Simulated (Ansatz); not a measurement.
Reaction (isomerisation): `NC#CCO` → `COC=C=N`

Isolated molecules relaxed with PBE0-D4/def2-TZVP in Ansatz; ΔE leaves out vibrations. CCSD(T)/CBS is the MP2 limit (def2-TZVPP, def2-QZVPP) plus CCSD(T) − MP2 in def2-TZVPP, frozen cores. Functionals use def2-TZVPP. B3LYP here is the variant with VWN-RPA as its local correlation; programs differ in this. HSE06 is defined as in plane-wave codes. One conformer a species, not always the lowest.

`NC#CCO`:

```xyz
10

N     2.164   -1.101   -0.110
C     1.017   -0.410   -0.138
C    -0.040    0.172   -0.144
C    -1.319    0.856   -0.095
O    -2.360    0.109    0.509
H     2.935   -0.659    0.367
H     2.436   -1.539   -0.977
H    -1.183    1.818    0.419
H    -1.663    1.086   -1.108
H    -1.988   -0.332    1.277
```

`COC=C=N`:

Cartesian coordinates in Å:
```
C 0.102 -1.471 0.943
O -0.022 -0.886 -0.336
C -0.513 0.391 -0.286
C 0.135 1.396 -0.825
N 0.759 2.360 -1.241
H 0.446 -2.494 0.791
H 0.826 -0.927 1.559
H -0.864 -1.490 1.464
H -1.490 0.553 0.163
H 0.621 2.567 -2.231
```

```csv
level,ΔE (kcal/mol),difference from CCSD(T)/CBS
LDA (SPW92),3.7,-1.8
PBE-D4,1.2,-4.3
revPBE-D4,0.1,-5.4
r2SCAN-D4,1.5,-4.0
B97M-V,0.5,-5.0
PBE0-D4,3.7,-1.8
r2SCANh-D4,2.5,-3.0
HSE06-D4,3.6,-1.9
BHLYP-D4,3.8,-1.7
CAM-B3LYP-D4,3.0,-2.5
ωB97X-V,2.9,-2.6
ωB97M-V,3.8,-1.7
B2PLYP,3.8,-1.7
PBE-QIDH,6.3,0.8
PBE,1.4,-4.1
revPBE,0.7,-4.8
BLYP,-0.2,-5.7
r2SCAN,1.6,-3.9
PBE0,3.8,-1.7
B3LYP,2.0,-3.5
r2SCANh,2.6,-2.9
r2SCAN0,4.0,-1.5
HSE06,3.8,-1.7
BHLYP,4.0,-1.5
CAM-B3LYP,3.2,-2.3
LC-ωPBE,5.4,-0.1
RPA@PBE/def2-TZVPP,0.2,-5.3
HF/def2-SVP,5.0,-0.5
MP2/def2-SVP,5.0,-0.5
CCSD/def2-SVP,2.0,-3.5
CCSD(T)/def2-SVP,0.8,-4.7
HF/def2-TZVPP,4.6,-0.9
MP2/def2-TZVPP,7.7,2.2
SCS-MP2/def2-TZVPP,5.7,0.2
CCSD/def2-TZVPP,4.5,-1.0
CCSD(T)/def2-TZVPP,3.7,-1.8
HF/def2-QZVPP,4.6,-0.9
MP2/def2-QZVPP,8.7,3.2
MP2/CBS(def2),9.4,3.9
CCSD/CBS(def2),6.3,0.8
CCSD(T)/CBS,5.5,0
```

Largest T1 diagnostic among the species: 0.014.

Leaving LDA and LC-ωPBE aside and taking each functional with its dispersion term where it has one, the values, not all of them listed here, spread over 6.9 kcal/mol, from BLYP-D4 to PBE-QIDH. LDA lies +2.3 kcal/mol from PBE without D4. At CCSD(T), def2-SVP lies −4.7 kcal/mol from the extrapolated value and def2-TZVPP −1.8 kcal/mol. From BLYP to BHLYP (50 % exact exchange), in def2-TZVPP and without D4, ΔE moves by +4.2 kcal/mol.
